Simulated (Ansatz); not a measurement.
# SiH+ (singlet): from Hartree-Fock to the top rungs, cc-pVQZ

The task here is to estimate one member of a computed series from the others.

Computed with Ansatz 0.2.0, Gaussian basis. Level: cc-pVQZ, core rule «outside noble gas», up to 5 orbitals frozen.

Plan: UHF; CCSD(T) on RHF; CCSD(T) on UHF; BCCD(T) on RHF; CCSDT(Q) on RHF; CCSDT(Q) on UHF; CASSCF and MRCISD+Q, 4 electrons in 5 orbitals; CASSCF and NEVPT2, 4 electrons in 5 orbitals; Full CI.

10 further runs of the same task are left out: 3 that didn't finish, 7 set aside as unsound or not needed.

## The system

The geometry is a PBE0/def2-TZVP stationary point (not a proven minimum) of the parent state, kept for this charge and spin.

2 atoms, charge 1, spin multiplicity 1.

Atoms are counted from 1 here; the program's logs count them from 0.

Bond lengths: Si1–H2 1.547 Å.

Set-up of the first run:

Input file in.yaml:

```yaml
crystal:
  periodic: [false, false, false]
  atoms:
    - {symbol: Si, position_ang: [0.000000, 0.000000, 0.000000]}
    - {symbol: H, position_ang: [0.000000, 0.000000, 1.547200]}
basis:
  gaussian: {orbitals: cc-pVQZ}
total_charge: 1
magnetization: {spin_polarized: true, initial_magnetization: 0}
hamiltonian: {xc: hf}
output: {orbitals: {seedname: orbitals}}
```

On the command line:

```console
$ ansatz run in.yaml --threads 1 --pin off --events-out ev --progress --plain --max-ram 2393MiB
```

Steps of the session up to this table: UHF; CCSD(T) on RHF; CCSD(T) on UHF; BCCD(T) on RHF; CCSDT(Q) on RHF; CCSDT(Q) on UHF; CASSCF and MRCISD+Q, 4 electrons in 5 orbitals; CASSCF and NEVPT2, 4 electrons in 5 orbitals; Full CI.

One table of the session follows, with a row left open; its other results are not shown here.

It belongs to the step «Misses and costs». 

| method | from FCI (kJ/mol) |
| --- | --- |
| RHF | +256.3 |
| UHF | +256.0 |
| RMP2 | +61.3 |
| RCCSD | +5.9 |
| RCCSD(T) | +1.2 |
| BCCD(T) | +1.2 |
| RCCSDT | +0.2 |
| RCCSDT(Q) | 0.0 |
| CASSCF valence | +117.4 |
| NEVPT2 valence | +37.7 |
| MRCISD valence | ? |
| MRCISD+Q valence | +1.9 |
| FCI | 0 |

**Question.** Estimate the row for MRCISD valence.

The run gave: from FCI (kJ/mol): +4.7. In the column «from FCI (kJ/mol)» it lies between MRCISD+Q valence (+1.9) and RCCSD (+5.9).

Not comparable, so not listed: CCSD(T) on UHF; CCSDT(Q) on UHF (they don't share determinant, frozen orbitals or solution with the rows shown, or repeat one).
